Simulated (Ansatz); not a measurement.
# HO2Si: the cost of one run

The runs use Ansatz 0.2.0, Gaussian basis; def2-TZVPP, core rule «outside noble gas», up to 7 orbitals frozen.

Plan: UHF; ROHF; CCSD(T) on UHF.

## (1) What is computed

The geometry is a PBE0/def2-TZVP stationary point (not a proven minimum) of the parent state, kept for this charge and spin.

4 atoms, charge 0, spin multiplicity 6.

Atoms are counted from 1 here; the program's logs count them from 0.

Bond lengths: Si1–O2 1.675 Å, Si1–O3 1.675 Å, Si1–H4 1.518 Å. Angles: O2–Si1–O3 108.7°, O2–Si1–H4 103.2°, O3–Si1–H4 103.2°.

## (2) UHF

Contents of in.yaml:

```yaml
crystal:
  periodic: [false, false, false]
  atoms:
    - {symbol: Si, position_ang: [-0.131469, -0.484771, 0.000000]}
    - {symbol: O, position_ang: [0.080687, 0.468628, -1.360578]}
    - {symbol: O, position_ang: [0.080687, 0.468628, 1.360578]}
    - {symbol: H, position_ang: [1.101729, -1.369640, 0.000000]}
basis:
  gaussian: {orbitals: def2-TZVPP}
magnetization: {spin_polarized: true, initial_magnetization: 5}
hamiltonian: {xc: hf}
output: {orbitals: {seedname: orbitals}}
```

Command:

```bash
$ ansatz run in.yaml --threads 1 --pin off --events-out ev --progress --plain --max-ram 4096MiB --backend cpu
```

**Question.** How long does this run take on 1 thread of AMD EPYC 7R13, shared host, and how much memory does it need?

About 23 s, with a peak of 0.28 GiB.
